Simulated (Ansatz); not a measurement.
# CH₂ClF, SMILES FCCl: the interaction energy of a dimer with the counterpoise correction

Program: Ansatz 0.2.0 through its Python package.

Notebook, run cell by cell (the value of a cell's last expression is shown):

```python
import ansatz

BASIS = 'cc-pVDZ'
FUNCTIONAL = 'HF'
```

```python
FIRST = [
    ('F', (-0.9636, 0.5266, 0.7387)),
    ('C', (0.0613, 0.0864, 0.0565)),
    ('Cl', (-0.466, -1.2328, -1.0119)),
    ('H', (0.8702, -0.2662, 0.7782)),
    ('H', (0.4981, 0.8859, -0.5615)),
]
SECOND = [
    ('F', (3.1568, 2.4462, 2.128)),
    ('C', (2.8681, 2.2264, 0.8718)),
    ('Cl', (4.2243, 1.3787, 0.0961)),
    ('H', (2.6538, 3.22, 0.3557)),
    ('H', (1.9644, 1.605, 0.7764)),
]
```

```python
def energy(atoms, ghosts=()):
    molecule = ansatz.Crystal.molecule()
    for symbol, xyz in atoms:
        molecule = molecule.atom(symbol, xyz)
    calc = (
        molecule.calculation()
        .basis(gaussian=BASIS)
        .functional(FUNCTIONAL)
        .accuracy('medium')
    )
    deck = calc.input()
    if ghosts:
        deck = deck.set(ansatz.key.basis.gaussian.ghost_atoms, [{'symbol': s, 'position_ang': list(xyz)} for s, xyz in ghosts])
    return ansatz.Session.from_dict(deck).plan().execute().report['free_energy_ev']
```

```python
# monomers in their own basis and in the basis of the dimer
both = energy(FIRST + SECOND)
alone = energy(FIRST) + energy(SECOND)
ghosted = energy(FIRST, SECOND) + energy(SECOND, FIRST)
print(f'dimer {both:.6f} eV')
print(f'interaction, uncorrected   {(both - alone):8.3f} eV')
print(f'interaction, counterpoise  {(both - ghosted):8.3f} eV')
print(f'basis-set superposition    {(alone - ghosted):8.3f} eV')
```

    dimer -32542.725700 eV
    interaction, uncorrected      0.138 eV
    interaction, counterpoise     0.152 eV
    basis-set superposition       0.015 eV

Uncorrected it is 0.138 eV, with the counterpoise correction 0.152 eV; the difference, 0.01 eV, is the superposition error. In this basis both values are repulsive.

Notes:
- The settings weren't tested for convergence.
- The dimer is a generated trial pose of unrelaxed monomers, not a minimum, so the figure is no binding energy, and the basis set is small.
- Hartree-Fock leaves correlation out, so bond, atomisation and ionisation energies come out well too low.
- This level lacks the dispersion part of the attraction (electrostatics and induction are there), which can decide the sign where the interaction is weak.
- The whole script took 4.1 s on 1 thread of Arm Neoverse V2, with other jobs on the host, peak memory 0.27 GiB.
